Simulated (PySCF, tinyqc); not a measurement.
Orbital energy against energy difference: ionisation energy by orbital energies and by energy differences in the cc-pvdz basis, for CH2, spin multiplicity 1. Computed by the program tinyqc with PySCF. 

Geometry (angstrom):
```
atom       x        y       z
C     0.0000   0.0000  0.0000
H     0.0000   0.9260  0.4390
H     0.0000  -0.9260  0.4390
```

CCSD(T) difference in the same basis = 9.2441 eV

IP-EOM-CCSD = 9.2105 eV

The cation is unrestricted; errors are against CCSD(T) in this basis, not against experiment.

First vertical ionisation energy (eV):
```
method     -e(HOMO)  E(cation) - E  error of -e(HOMO)  error of the difference
HF           9.5151       8.077768             0.2709                  -1.1664
LDA          6.2123       9.213763            -3.0318                  -0.0304
PBE          4.7883       9.347304            -4.4559                   0.1032
B3LYP        5.7141       9.464694            -3.5300                   0.2206
PBE0         5.9667       9.307754            -3.2774                   0.0636
CAM-B3LYP    7.4496       9.460830            -1.7945                   0.2167
LC-wPBE      8.9779       9.423470            -0.2663                   0.1793
```

Koopmans errs by +0.27 eV and Delta-HF by -1.17 eV: relaxation, 1.44 eV, lowers the value and the missing correlation difference works against it. The PBE level is off by -4.5 eV through the wrong tail of its potential, though its energy difference is off by +0.10 eV; exact exchange deepens the level, and among the orbital energies LC-wPBE comes closest; among the differences LDA does. The restricted reference is unstable here: a spin-polarised solution lies 0.0353 hartree lower (PySCF), so results built on it describe a poor reference.
